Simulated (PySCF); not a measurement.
Atom-mapped SMILES (the numbers label the heavy atoms): `[Cl:1][c:2]1[cH:3][cH:4][cH:5][cH:6][cH:7]1` (H(Xn): hydrogen on atom n).

GIAO shifts from PySCF on PBE0-D3(BJ)/def2-TZVP geometries (one conformer, non-relativistic, equivalent nuclei averaged), against TMS at the same level and in the same medium; PCM means IEF-PCM chloroform.

Measured (solution, CDCl3; Viesser, Ducati, Tormena, Autschbach, PCCP 2018 (ESI); solution, not stated in the table (CDCl3 in this author's series); The use of chemical shift calculations in the conformational analysis of substituted benzenes, New J. Chem. 2019 (ESI)): C2 134.5, H(C3)/H(C7) 7.34, H(C4)/H(C6) 7.30, H(C5) 7.24 ppm.

Which unscaled values do B97-2/pcSseg-2, gas; WP04/pcSseg-2, PCM; wB97X-D/pcSseg-2, PCM give, and how close are they?

## Answers


```
      atoms  measured  B97-2/pcSseg-2, gas  WP04/pcSseg-2, PCM  wB97X-D/pcSseg-2, PCM
         C2     134.5                148.1               152.5                  151.5
H(C3)/H(C7)      7.34                 7.61                7.50                   7.85
H(C4)/H(C6)      7.30                 7.54                7.47                   7.83
      H(C5)      7.24                 7.42                7.39                   7.74
```

Mean absolute error for $^{13}$C: B97-2/pcSseg-2, gas 13.6, WP04/pcSseg-2, PCM 18.0, wB97X-D/pcSseg-2, PCM 17.0 ppm.

Mean absolute error for $^{1}$H: B97-2/pcSseg-2, gas 0.23, WP04/pcSseg-2, PCM 0.16, wB97X-D/pcSseg-2, PCM 0.51 ppm.

Carbons that carry Cl, above all several Cl atoms, come out too deshielded, partly because spin–orbit coupling is missing.
